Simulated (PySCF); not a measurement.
Isomers of C4H6O, one GFN2-xTB conformer each. Single-point energies are computed at PBE0/pcSseg-1 (PySCF, gas phase, no added dispersion term), electronic only.

```
 SMILES  GFN2-xTB relative energy (kcal/mol)
C=C=COC                                 14.3
C=COC=C                                  0.0
```

Conformers: `[CH2:1]=[C:2]=[CH:3][O:4][CH3:5]` with C2–C3–O4–C5 178°; `[CH2:1]=[CH:2][O:3][CH:4]=[CH2:5]` with C1–C2–O3–C4 180°, C2–O3–C4–C5 180°.

What does PBE0/pcSseg-1 give for the same structures?

```json
{"SMILES": "C=COC=C", "PBE0/pcSseg-1 E (Eh)": "-230.89689", "PBE0/pcSseg-1 (kcal/mol)": "0.0", "GFN2-xTB (kcal/mol)": "0.0", "point group": "C2v"}
{"SMILES": "C=C=COC", "PBE0/pcSseg-1 E (Eh)": "-230.86822", "PBE0/pcSseg-1 (kcal/mol)": "18.0", "GFN2-xTB (kcal/mol)": "14.3", "point group": "near Cs"}
```

Both levels put the same isomer lowest. As drawn, the higher has cumulated double bonds, which the lower lacks.

Which frontier levels, dipoles and rotational constants go with these structures?

```
 SMILES  HOMO (eV, PBE0/pcSseg-1)  LUMO (eV)  dipole (D)      A, B, C (MHz)
C=COC=C                     -6.45       0.33        1.41  35569, 2534, 2365
C=C=COC                     -6.40      -0.02        1.55  36509, 2296, 2223
```
